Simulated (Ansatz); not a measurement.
# Scan of [Br···H···H], doublet

Starting geometry:

```
atom   x (Å)   y (Å)    z (Å)
  Br  0.0000  0.0000  -1.2869
   H  0.0000  0.0000   0.1337
   H  0.0000  0.0000   1.1531
```

From there H2 is moved from one fragment to the other while all else, the fragments' distance too, stays fixed; atoms are numbered as listed. Energies are in kcal/mol, counted from the starting geometry at the same level.

Basis cc-pVDZ; Ansatz 0.2.0. Correlated methods freeze the noble-gas cores and the filled d shells of p-block atoms. R marks a restricted (for open shells ROHF) determinant, U an unrestricted one. Active spaces: valence = (9e, 6o) chosen from the atoms' valence shells. No spin–orbit coupling is included, and no scalar relativity.

For open shells CISD and CISDTQ are restricted-active-space CI with the open shells as a complete middle space. Runs in a small pair space aren't shown, since their orbitals change along the scan.

Full CI is exact within this basis and frozen core; it isn't the basis-set limit. The frozen core follows each run's orbitals, which can shift R against U totals by a few meV for light atoms and by up to 0.1 eV past Ca.

```json
{"distance Br1-H2 (Å)": "1.321", "full CI": "7.4", "unpaired electrons (full CI)": "1.03", "error RCCSD": "-0.2", "error UCCSD": "-0.1", "error UCCSD(T)": "0.0", "error BCCD(T)": "0.0", "error CISDTQ": "0.0", "error NEVPT2 (valence space)": "-0.4"}
{"distance Br1-H2 (Å)": "1.421", "full CI": "0.0", "unpaired electrons (full CI)": "1.03", "error RCCSD": "0.0", "error UCCSD": "0.0", "error UCCSD(T)": "0.0", "error BCCD(T)": "0.0", "error CISDTQ": "0.0", "error NEVPT2 (valence space)": "0.0"}
{"distance Br1-H2 (Å)": "1.460", "full CI": "-1.9", "unpaired electrons (full CI)": "1.03", "error RCCSD": "0.0", "error UCCSD": "0.0", "error UCCSD(T)": "0.0", "error BCCD(T)": "0.0", "error CISDTQ": "0.0", "error NEVPT2 (valence space)": "0.2"}
{"distance Br1-H2 (Å)": "1.499", "full CI": "-3.6", "unpaired electrons (full CI)": "1.03", "error RCCSD": "0.0", "error UCCSD": "0.0", "error UCCSD(T)": "0.0", "error BCCD(T)": "0.0", "error CISDTQ": "0.0", "error NEVPT2 (valence space)": "0.5"}
{"distance Br1-H2 (Å)": "1.538", "full CI": "-5.1", "unpaired electrons (full CI)": "1.03", "error RCCSD": "0.0", "error UCCSD": "-0.1", "error UCCSD(T)": "0.0", "error BCCD(T)": "0.0", "error CISDTQ": "0.0", "error NEVPT2 (valence space)": "0.7"}
{"distance Br1-H2 (Å)": "1.577", "full CI": "-6.5", "unpaired electrons (full CI)": "1.03", "error RCCSD": "-0.1", "error UCCSD": "-0.2", "error UCCSD(T)": "0.0", "error BCCD(T)": "0.0", "error CISDTQ": "0.0", "error NEVPT2 (valence space)": "1.0"}
{"distance Br1-H2 (Å)": "1.617", "full CI": "-7.7", "unpaired electrons (full CI)": "1.03", "error RCCSD": "-0.3", "error UCCSD": "-0.3", "error UCCSD(T)": "0.0", "error BCCD(T)": "0.0", "error CISDTQ": "0.0", "error NEVPT2 (valence space)": "1.3"}
{"distance Br1-H2 (Å)": "1.656", "full CI": "-8.4", "unpaired electrons (full CI)": "1.03", "error RCCSD": "-0.4", "error UCCSD": "-0.4", "error UCCSD(T)": "-0.1", "error BCCD(T)": "0.0", "error CISDTQ": "0.0", "error NEVPT2 (valence space)": "1.5"}
{"distance Br1-H2 (Å)": "1.695", "full CI": "-8.4", "unpaired electrons (full CI)": "1.03", "error RCCSD": "-0.5", "error UCCSD": "-0.5", "error UCCSD(T)": "-0.1", "error BCCD(T)": "-0.1", "error CISDTQ": "0.0", "error NEVPT2 (valence space)": "1.8"}
```

Unpaired electrons are Σ n²(2−n)² over natural occupations. Errors are those of relative energies. In total energy the starting point itself misses full CI by: RCCSD 2.0, UCCSD 1.9, UCCSD(T) 0.4, BCCD(T) 0.4, CISDTQ 0.2, NEVPT2 (valence space) 18.9 kcal/mol.

Spread of the error over the points with a reference, to 1.695 Å (largest less smallest): CISDTQ 0.0, BCCD(T) 0.1, UCCSD(T) 0.1, UCCSD 0.5, RCCSD 0.5, NEVPT2 (valence space) 2.2 kcal/mol.
